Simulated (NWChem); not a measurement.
**Correlation energy of NO**

```xyz
2

N      0.0000     0.0000     0.6093
O      0.0000     0.0000    -0.5331
```
Charge 0, spin multiplicity 2.

All runs are NWChem calculations. The geometry was optimised at UPBE0/def2-SVP, a minimum by its harmonic frequencies.

Basis set: cc-pVDZ. Each correlation energy counts from its own Hartree-Fock reference.

The correlated methods keep 2 core orbitals frozen. The structure started from a generated list of species. The unpaired electrons of the parent sit in orbitals of symmetry b2 (C2v labels of the run); other states weren't searched. No SCF solution was tested for a lower state. Open-shell Hartree-Fock references start from PBE0 orbitals. Coupled-cluster values serve here as a point of comparison, not as the truth.

| method | correlation energy (mHa) |
|---|---|
| CCSDT on ROHF | -343.1 |
| CCSD[T] on ROHF | -344.5 |
| CCSD on ROHF | -331.3 |
| SCS-UMP2 | -304.3 |
| UMP2 | -316.1 |
| URI-MP2 | -316.2 |
| CCSD[T] on UHF | ? |
| CCSD on UHF | -325.1 |
| CCSD(T) on UHF | ? |
| CCSD(T) on ROHF | -343.0 |

### Question
Fill in the missing entries.

### Answer

- CCSD[T] on UHF, correlation energy (mHa): -337.5
- CCSD(T) on UHF, correlation energy (mHa): -336.0
